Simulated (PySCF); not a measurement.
**Dipole moment and polarisability of `O=C(O)/C=C/F`**

Compound: C3H3FO2.
Numbering: `[O:1]=[C:2]([OH:3])/[CH:4]=[CH:5]/[F:6]` (hydrogens: H7 on O3; H8 on C4; H9 on C5)

Geometry (PBE0-D3(BJ)/def2-SVP, Å), atoms numbered from 1 in this order:
```
atom  x, y, z in Å
O1     1.0867   -1.2691   -0.5632
C2     0.9123   -0.1871   -0.0577
O3     1.9215    0.5955    0.3467
C4    -0.3960    0.4404    0.1927
C5    -1.4980   -0.2255   -0.1562
F6    -2.7089    0.2560    0.0281
H7     2.7372    0.1102    0.1488
H8    -0.4454    1.4276    0.6544
H9    -1.4766   -1.2173   -0.6194
```

Level: CAM-B3LYP/def2-SVPD (PySCF), static field, nuclei fixed, core orbitals frozen in the response. The polarisability tensor in these axes (au):

```
x   62.28  1.72  1.91
y    1.72 42.54  6.07
z    1.91  6.07 32.69
```

What are the eigenvalues, a third of the trace, and Δα (Δα² = ½Σ(αi − αj)² over the three pairs)?

Principal values 29.77, 45.11 and 62.64 au; mean 45.84 au = 6.79 Å³ = 7.56 × 10⁻⁴⁰ C²·m²/J; Δα = 28.49 au (62 % of the mean).

What is the dipole moment, and where does it point?

(0.43, 0.85, 0.42) D, 1.04 D in size, pointing from the negative to the positive side. Measured along this direction, the outermost atoms are H9 at the negative end and O3 at the positive end.

What are the principal values of the traceless quadrupole moment, Θ = ½Σq(3rr − r²1), about the centre of nuclear charge?

-5.98, -0.14, 6.12 D·Å. The values depend on the origin, since the dipole doesn't vanish. The electronic extent ⟨r²⟩ about the same centre is 646 bohr², a root-mean-square distance of 1.98 Å for the 46 electrons.

How large is μ²/3kT at 400 K beside α?

In Gaussian units μ²/3kT = 6.50 Å³ against 6.79 Å³, a ratio of 0.96; the Debye molar polarisation (4π/3)N_A(α + μ²/3kT) is 33.5 cm³/mol, leaving out the vibrational part.

Find the Langevin capture rate constant for H3+ (3.023 u) meeting this molecule (90.012 u), k = 2.342 × 10⁻⁹ cm³/s × √(α in Å³ / reduced mass in u).

The reduced mass is 2.93 u, so k = 3.57 × 10⁻⁹ cm³/s. The formula leaves out the permanent dipole, which adds to the capture rate.

Geometry: PBE0-D3(BJ)/def2-SVP, one conformer, isolated molecule.
